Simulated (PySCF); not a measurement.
**Complex of fluorobenzene and carbon dioxide**

Made of fluorobenzene and carbon dioxide. The whole: neutral, singlet.

```tsv
part	name	SMILES	atoms	charge	multiplicity
1	fluorobenzene	Fc1ccccc1	1–12	0	1
2	carbon dioxide	O=C=O	13–15	0	1
```

```xyz
15

F     2.327    0.000   -0.001
C     0.977    0.000    0.000
C     0.308   -1.210    0.001
C    -1.076   -1.201    0.000
C    -1.767    0.000   -0.001
C    -1.076    1.201    0.001
C     0.308    1.210    0.000
H     0.867   -2.132    0.003
H    -1.616   -2.136    0.000
H    -2.846    0.000   -0.003
H    -1.615    2.136    0.003
H     0.867    2.132   -0.001
O    -1.144    0.000    3.500
C     0.000    0.000    3.500
O     1.144    0.000    3.500
```
Atom numbers follow the order of the file, from 1.

The parts are rigid, face to face. Here part 2 stands at height 3.5 Å (along z), slip 0 Å (along x) and twist 0° (about its own z axis). The slip is then varied.

Level of theory: PBE0-D4/def2-SVPD interaction energy, counterpoise and uncorrected, gas phase, in PySCF. Geometry: GFN2-xTB.

Energies in kJ/mol, cluster less frozen parts; CP is counterpoise-corrected.

Results

| slip (Å) | CP | uncorrected | dispersion |
| --- | --- | --- | --- |
| 0 | -8.8 | -12.5 | -7.4 |
| 0.4 | -8.5 | -12.0 | -7.1 |
| 0.8 | -7.7 | -11.0 | -6.8 |
| 1.2 | -6.5 | -9.6 | -6.3 |
| 1.6 | -5.4 | -8.3 | -5.6 |
| 2 | -4.9 | -7.5 | -5.0 |
| 2.6 | -4.9 | -7.1 | -3.9 |
| 3.4 | -4.2 | -6.0 | -2.5 |

The 8 runs took 13 min in all, one thread each of Arm Neoverse N1 on a shared host, launched as `OMP_NUM_THREADS=1 python cluster_run.py task.json out`.
